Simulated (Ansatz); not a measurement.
## fcc Ca

The numbers are results of r²SCANh (plane waves, PAW; Ansatz, a program for electronic structure), not measurements.

Run with plane-wave cutoff 520 eV, 10×10×10 k mesh, Fermi–Dirac smearing 0.05 eV, scalar-relativistic PAW data made under PBE.

Cell: relaxed at this level.

- equilibrium volume per atom = 43.50 Å³/atom
- bulk modulus = 18.1 GPa
- lattice parameter a = 5.583 Å
- pressure derivative B′ of the bulk modulus = 3.6

Measured, for comparison: equilibrium volume per atom 42.81 Å³/atom, lattice constant a 5.553 Å (low-temperature or extrapolated to 0 K; zero-point anharmonic expansion removed; as tabulated in Csonka et al. (2009), arXiv:0903.4037); bulk modulus 18.6 GPa (corrected for temperature and zero-point phonon effects, our sources range from 15.9 to 18.7; as tabulated in Levämäki et al. (2014), arXiv:1402.3671). Computed (rounded) less measured: equilibrium volume per atom +1.6 %, bulk modulus not scored (sources differ), lattice constant a +0.5 %.

The computed numbers hold no vibrational or temperature effects.

Cost on a shared machine: roughly 19 core-minutes.
